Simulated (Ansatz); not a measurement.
This geometry of BH4N + H2 (8 atoms, charge 0, multiplicity 1) is a first-order saddle point.

Method: RKS LDA/def2-SVP in Ansatz 0.2.0.

```xyz
8
Properties=species:S:1:pos:R:3
B -0.031 0.221 0.292
N -0.009 0.076 1.829
H -0.813 -0.371 2.277
H 0.877 -0.172 2.274
H 1.047 0.081 -0.267
H -1.034 -0.192 -0.271
H -0.209 1.591 0.155
H -0.169 1.321 1.112
```

Problem. Which two structures does it join? (They come from a converged band through this point; their orientation in space is the band's.)

Solution. Bonds broken: H7–H8. Bonds formed: B1–H7, N2–H8. BH4N + H2 becomes BH6N.

First end point:

```xyz
8
Properties=species:S:1:pos:R:3
B 0.040 -0.317 0.378
N 0.058 -0.446 1.756
H -0.784 -0.607 2.315
H 0.913 -0.385 2.314
H 1.091 -0.124 -0.212
H -1.025 -0.407 -0.210
H -0.364 2.778 0.375
H -0.269 2.064 0.686
```

Last end point:

```xyz
8
Properties=species:S:1:pos:R:3
B 0.042 0.386 0.119
N -0.125 0.255 1.710
H -0.413 -0.700 1.977
H 0.762 0.463 2.196
H 0.917 -0.421 -0.203
H -1.057 0.109 -0.366
H 0.374 1.554 -0.097
H -0.840 0.910 2.065
```

Problem. How far does it lie above each of them?

Solution. 22.3 kcal/mol above the first and 31.1 kcal/mol above the second. This is the barrier of this one path; another mechanism may lie lower. The orbitals stay closed-shell, which can raise the energy where a bond breaks towards radicals; this wasn't checked here.

The run took 50 s on 1 thread of Arm Neoverse V2 (shared host), peak memory 0.1 GiB.
